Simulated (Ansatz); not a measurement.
Input file:

```yaml
crystal:
  periodic: [false, false, false]
  atoms:
    - {symbol: Si, position_ang: [0.004053, 0.000000, 0.532729]}
    - {symbol: O, position_ang: [-0.021964, 0.000002, -1.124355]}
    - {symbol: H, position_ang: [1.476262, -0.000114, 0.783135]}
    - {symbol: H, position_ang: [-0.620188, 1.217950, 1.110025]}
    - {symbol: H, position_ang: [-0.620376, -1.217854, 1.110025]}
basis:
  gaussian: {orbitals: def2-SVP}
total_charge: 1
magnetization: {spin_polarized: true, initial_magnetization: 2}
correlation: {method: bccd, electrons: outside_noble_gas, diis_vectors: 1}
output: {forces: true}
```

```sh
$ ansatz run in.yaml --threads 1 --pin off --events-out ev --progress --plain --max-ram 2393MiB
```

**Question.** Roughly how long does this take on 1 thread of Arm Neoverse V2, shared host, and how much host memory?

**Answer.** 9 s wall and 0.18 GiB.

```
445 factors; integrals over basis functions are off by at most 1.2e-3 eV
mean field evaluation 1: about -9913.4571 eV, gradient 5.3e1 eV
mean field evaluation 2: about -9913.4574 eV, gradient 5.3e1 eV
mean field evaluation 4: about -9928.8449 eV, gradient 1.1e1 eV
mean field evaluation 8: about -9931.2180 eV, gradient 6.2e-1 eV
mean field evaluation 16: about -9898.0004 eV, gradient 8.2e1 eV
mean field evaluation 32: about -9927.7655 eV, gradient 6.5e0 eV
mean field evaluation 64: about -9929.3952 eV, gradient 5.5e-1 eV
mean field evaluation 96: about -9927.6374 eV, gradient 2.7e0 eV
mean field evaluation 128: about -9927.0471 eV, gradient 1.4e1 eV
mean field evaluation 160: about -9929.2481 eV, gradient 7.8e-4 eV
...
cycle  38  -6.97553180 eV  change    6.9e-7 eV  update   3.9e-6
cycle  39  -6.97553285 eV  change   -1.1e-6 eV  update   3.5e-6
cycle  40  -6.97553202 eV  change    8.3e-7 eV  update   2.9e-6
cycle  41  -6.97553290 eV  change   -8.8e-7 eV  update   2.3e-6
cycle  42  -6.97553233 eV  change    5.8e-7 eV  update   1.9e-6
cycle  43  -6.97553266 eV  change   -3.3e-7 eV  update   1.7e-6
cycle  44  -6.97553243 eV  change    2.3e-7 eV  update   1.5e-6
cycle  45  -6.97553274 eV  change   -3.0e-7 eV  update   1.3e-6
cycle  46  -6.97553250 eV  change    2.3e-7 eV  update   1.0e-6
cycle  47  -6.97553268 eV  change   -1.7e-7 eV  update   8.3e-7
the calculation of the forces begins
Total energy: -9938.20565037 eV, -365.2223212935 hartree
Atom 0 at     0.004053     0.000000     0.532729 Å, force    -0.201861     0.000015     3.125572 eV/Å
Atom 1 at    -0.021964     0.000002    -1.124355 Å, force    -0.076921     0.000006    -2.019173 eV/Å
Atom 2 at     1.476262    -0.000114     0.783135 Å, force     0.506712    -0.000039    -0.295978 eV/Å
Atom 3 at    -0.620188     1.217950     1.110025 Å, force    -0.113939     0.341336    -0.405210 eV/Å
Atom 4 at    -0.620376    -1.217854     1.110025 Å, force    -0.113991    -0.341318    -0.405210 eV/Å
Dipole moment:     0.009241    -0.000001     0.333249 e Å
```

Forces (eV/Å):
```
Si  -0.202  0.000  3.126
O   -0.077  0.000 -2.019
H    0.507  0.000 -0.296
H   -0.114  0.341 -0.405
H   -0.114 -0.341 -0.405
```
